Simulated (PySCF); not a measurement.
Molecule: Cyanoacetylene, C₃HN.

Structure with atom numbers: `[CH:1]#[C:2][C:3]#[N:4]`; H(Xn) means a hydrogen on atom n.

Spin–spin couplings on one PBE0-D3(BJ)/def2-SVP geometry, PySCF 2.14, gas phase, non-relativistic, equivalent pairs averaged; isotopes 13C, 1H, 15N; functional B3LYP.

Question: How do the couplings (Hz) change with the basis set? Times are CPU seconds on shared hosts with different chips, so compare them loosely. Far from the basis limit: 6-31G-J, pcJ-0, 6-31G*, def2-TZVP, cc-pVTZ.

Answer: 
```
    basis set  functions  1J(C1,H(C1))  1J(C1,C2)  1J(C2,C3)  1J(C3,N4)  2J(C2,H(C1))  2J(C1,C3)  2J(C2,N4)  core-s
      6-31G-J         52         301.3      236.2      176.7      -12.2          54.8       18.6        7.5     3.8
        pcJ-0         55         274.7      202.1      142.7        2.6          40.9       -2.7        7.8     3.6
       6-31G*         58         249.7      215.1      168.5      -23.1          38.2        8.6        6.4     2.2
        pcJ-1        118         289.6      239.1      175.0      -22.3          56.1       18.1        5.7     5.8
    def2-TZVP        130         274.1      234.6      176.5      -18.5          54.1       21.3        5.6     5.4
      cc-pVTZ        134         271.7      331.0      184.9      -42.6          56.9       17.4        5.2     5.5
aug-cc-pVTZ-J        204         295.6      232.7      172.0      -20.2          59.0       20.0        5.9      19
        pcJ-2        228         292.0      230.6      169.0      -20.6          58.6       19.3        6.1      21
```

The Fermi-contact term samples the wavefunction at the nucleus, which is why sets with added tight s functions (names with J) are made for couplings.
